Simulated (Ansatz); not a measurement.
**AlC⁺, quintet: the ladder up to full CI**

Geometry: that of the AlC, quartet, kept fixed. The triplet lies 1.0 eV lower here.

```xyz
2

Al    0.0000    0.0000    0.0000
C     0.0000    0.0000    1.9668
```

Basis cc-pVDZ; Ansatz 0.2.0. Correlated methods freeze the noble-gas cores, which leaves 6 electrons in 26 orbitals. R marks a restricted (for open shells ROHF) determinant, U an unrestricted one. Active spaces: valence = (6e, 8o) chosen from the atoms' valence shells.

Full CI is exact within this basis and frozen core; it isn't the basis-set limit. The frozen core follows each run's orbitals, which can shift R against U totals by a few meV.

For open shells CISD and CISDTQ are restricted-active-space CI with the open shells as a complete middle space.

```
UHF ⟨S²⟩                          : 6.006
T1 diagnostic (RCCSD)             : 0.0356
largest doubles amplitude (RCCSD) : 0.043
T1 diagnostic (UCCSD)             : 0.0376
```

```tsv
level	E − E(RHF) (eV)
UHF	-0.0553
RMP2	-2.0545
UMP2	-2.0492
RCCSD	-2.5866
UCCSD	-2.5896
RCCSD(T)	-2.6740
UCCSD(T)	-2.6750
```

(1) Estimate how far full CI in cc-pVDZ lies from RCCSD(T). The table doesn't fix it; the size of (T) and the diagnostics are the guide.

(1) Full CI in cc-pVDZ lies 0.79 kcal/mol below RCCSD(T), which is 39 % of the (T) step (-2.02 kcal/mol). T1 is raised, and the rest is a large part of (T).

The other levels:

```csv
level,E − E(full CI) (kcal/mol),share of correlation (%),wall time
CISD,2.74,95.61,0.75 s
BCCD(T),0.79,98.73,0.54 s
RCCSDT,0.12,99.80,–
UCCSDT,0.08,99.87,–
CISDTQ,0.02,99.97,9.5 s
RCCSDT(Q),0.01,99.99,2.3 s
UCCSDT(Q),-0.05,100.08,2.1 s
CASSCF (valence space),33.79,45.90,–
NEVPT2 (valence space),8.24,86.81,0.6 s
MRCISD (valence space),1.29,97.94,–
MRCISD+Q (valence space),0.33,99.47,1.2 s
MRCISD+Q(relaxed) (valence space),-0.37,100.59,1.6 s
```

The correlation energy at full CI, counted from RHF, is -2.708 eV. That run took 27 s on 1 thread of Arm Neoverse V2, shared host over 429,776 determinants.

Times hold each run's SCF and search for its determinant on a shared host, so for small cases they say little of a method's own cost; they ran on 1 thread of Arm Neoverse V2.

More than 5 meV below full CI, which no variational method can be: MRCISD+Q(relaxed) (valence space).

The full-CI state has the irrep A2 of C2v, in the program's axes (one component, if the state is degenerate).

Natural occupations of full CI about the gap: 1.939 1.001 0.985 0.979 0.979 0.026 0.025 0.025 0.006 0.005; effectively unpaired electrons, Σ n²(2−n)², 4.02.
